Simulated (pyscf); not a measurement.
PySCF, gas phase, ωB97X-D3(BJ)/def2-SVP geometries.

Estimate the classical barrier height and the reaction energy of `[NH2][GaH2]` + `[CH2]=[CH2]` → `[NH]=[GaH]` + `[CH3][CH3]` at ωB97M-D3(BJ)/def2-TZVP. The step runs on the singlet surface, breaks H–N, Ga–H and forms C–H, C–H; take the separated reactants as zero.

ΔE‡ = 240.8 kJ/mol, ΔE = +94.4 kJ/mol. Zero-point energy shifts the barrier by -3.4 kJ/mol. It is a concerted two-bond exchange, with an imaginary mode of 1654i cm⁻¹. The same reactants have a lower exit, to H₃C–CH₂–GaH–NH₂ (barrier +74.1 kJ/mol at ωB97M-D3(BJ)/def2-TZVP, against +240.8 kJ/mol here). HN=GaH lies 212.6 kJ/mol over its isomer H₂N–Ga [singlet] (electronic energy, ωB97M-D3(BJ)/def2-TZVP). One saddle was located; it need not be the lowest between these sides. Elements up to Kr have no core potential and no relativistic terms here.
